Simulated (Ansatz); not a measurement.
Relaxation of CH6AlN (9 atoms, charge 0, multiplicity 1), to a largest force component of 0.02 eV/Å in at most 40 steps.

Theory: RKS PBE/6-31G* (Ansatz 0.2.0).

```xyz
9
Properties=species:S:1:pos:R:3
N -0.955 0.717 -0.767
C 0.303 0.390 -0.258
Al 0.081 -0.989 1.157
H -1.296 -0.033 -1.339
H -0.863 1.542 -1.472
H 0.795 1.300 0.190
H 0.977 -0.001 -1.069
H 0.647 -2.453 0.824
H 0.399 -0.519 2.718
```

Problem. Where does it end, and by what steps?

Solution. The run converged. After 13 steps the energy has fallen by 1.198 eV; H5 moved furthest, 1.30 Å. Joined: N1–Al3.

```
step  energy less start (eV)  largest force component (eV/Å)  accepted
   0                  0.0000                           3.282       yes
   1                 -0.4931                           1.137       yes
   2                 -0.5772                           0.614       yes
   3                 -0.6052                           0.400       yes
   4                 -0.6646                           0.668       yes
   5                 -0.7655                           1.007       yes
   6                 -0.9328                           1.001       yes
   7                 -1.0991                           0.678       yes
   8                 -1.1589                           0.439       yes
   9                 -1.1794                           0.420       yes
  10                 -1.1864                           0.183       yes
  11                 -1.1928                           0.273       yes
  12                 -1.1969                           0.264       yes
  13                 -1.1983                           0.007       yes
```

```xyz
9
Properties=species:S:1:pos:R:3
N -0.738 0.271 -0.487
C 0.784 0.459 -0.396
Al 0.173 -0.811 0.994
H -1.051 -0.147 -1.367
H -1.274 1.126 -0.313
H 1.026 1.508 -0.178
H 1.266 0.142 -1.330
H 0.133 -2.373 0.628
H -0.231 -0.220 2.431
```

Time of the run: 21 s on 1 thread of Arm Neoverse V1, with other jobs on the host, peak memory 0.11 GiB.
